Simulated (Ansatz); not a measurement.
C-C bond dissociation enthalpy at 298 K of organics with oxygen, in kcal/mol, species as SMILES. Conventions: six Cartesian d functions in 6-31G* and its kin unless marked 5d; open shells spin-unrestricted; no dispersion term unless named; frozen cores in correlated levels; spin-orbit terms left out; non-relativistic. CBS marks a two-point X^-3 extrapolation of the correlation energy; Hartree-Fock from the larger set. The bracket is a focal-point correction in the basis named. Ab initio and DFT rows: single points at B3LYP-D3(BJ) geometries (Ansatz, a quantum-chemistry and plane-wave program), with unscaled harmonic terms from B3LYP/6-31G* (Ansatz) at its own minima.

RI-MP2/CBS(cc-pVTZ,cc-pVQZ)+[CCSD(T)-MP2]/cc-pVTZ (Ansatz) is a level with limits of its own, not a measurement.

The rows were drawn at random among computed neutral closed-shell members with both values; the withheld row is one of them. Species whose geometry shows other bonds than their SMILES are left out. No case is left out for the size of its miss. Left out are saddle points of the reference geometry, anions that the best level run finds unbound, excited spin states, species near biochemistry, 298 K rows of species without real B3LYP wavenumbers, cases with under five habitual levels, runs that failed or that the program found above a lower state of the same kind, table entries that another table contradicts, and a share of species set aside by lot. Sets whose x spans too little, or whose line has r² under 0.6, are not shown.

| case | PBE/6-31G* (Ansatz) (x) | RI-MP2/CBS(cc-pVTZ,cc-pVQZ)+[CCSD(T)-MP2]/cc-pVTZ (Ansatz) (y) |
|---|---|---|
| CCOC [methoxyethane], to [CH2]OC + [CH3] (CH3) | 88.5 | 87.9 |
| CCCO, to [CH3] (CH3) + [CH2]CO | 92.0 | 90.6 |
| COC(C)=O, to [CH3] (CH3) + CO[C]=O | 94.2 | 95.1 |
| CCCC=O, to [CH2]CC + [CH]=O (CHO) | 85.0 | 84.9 |
| [C@@H]1(C)OC1, to [CH3] (CH3) + [CH]1CO1 | 96.5 | 97.3 |

Fit y = a + b·x by least squares, and use it to estimate the value at RI-MP2/CBS(cc-pVTZ,cc-pVQZ)+[CCSD(T)-MP2]/cc-pVTZ (Ansatz) for OCCC(C)C, to C[CH]C + [CH2]CO, where PBE/6-31G* (Ansatz) gives 84.1 kcal/mol.

Means: x 91.240, y 91.160. Sums about the means: Sxx 83.452, Sxy 91.528. Slope b = Sxy/Sxx = 1.097, intercept a = mean y - b·mean x = -8.93; the rows scatter about the line by 0.77 (root mean square), r² = 0.97. A constant shift, the mean of y - x, would give 84.0 kcal/mol. Prediction for OCCC(C)C, to C[CH]C + [CH2]CO: 83.3 kcal/mol. It lies outside the range of the table, so the fit extrapolates. The value at RI-MP2/CBS(cc-pVTZ,cc-pVQZ)+[CCSD(T)-MP2]/cc-pVTZ (Ansatz) is 88.4 kcal/mol, so the fit misses by -5.1 kcal/mol, against -4.3 kcal/mol without it. The fit is meant for species like these alone.
